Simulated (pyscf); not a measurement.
`[CH3]` [doublet] + `[NH3]` -> `[CH3][NH2]` + `[H]` [doublet], a substitution at N (doublet surface; H–N broken, C–N formed). Structures and frequencies: ωB97X-D3(BJ)/def2-SVP in PySCF. MP2 and CC: frozen core, UHF for open shells. ΔMP2 is the change of the MP2 total energy from the triple- to the quadruple-zeta basis. Energies in kcal/mol from the separated reactants.

Small-basis levels: PySCF, no dispersion term, spherical d functions. Open shells are spin-unrestricted. 

Q: In single points HF/3-21G puts the saddle at 59.5 kcal/mol and the reaction energy at +22.5 kcal/mol. Should these be trusted to within a few kcal/mol? Compare with CCSD(T)/def2-TZVPP + ΔMP2(QZVPP).

A: CCSD(T)/def2-TZVPP + ΔMP2(QZVPP) gives ΔE‡ = 43.4 kcal/mol and ΔE = +23.9 kcal/mol. HF/3-21G lies 16.1 kcal/mol over it in the barrier and 1.4 kcal/mol under it in the reaction energy, so on this step it does not hold to within 3.0 kcal/mol. CCSD(T)/def2-TZVPP + ΔMP2(QZVPP) has limits of its own. The same reactants have a lower exit, to CH₄ + NH₂• (barrier +15.1 kcal/mol at ωB97M-D3(BJ), against +42.8 kcal/mol here). One saddle was located; it need not be the lowest between these sides. The angle at the attacked N is 151°. The CCSD(T) − MP2 part came from Ansatz, without density fitting, on the same reference.
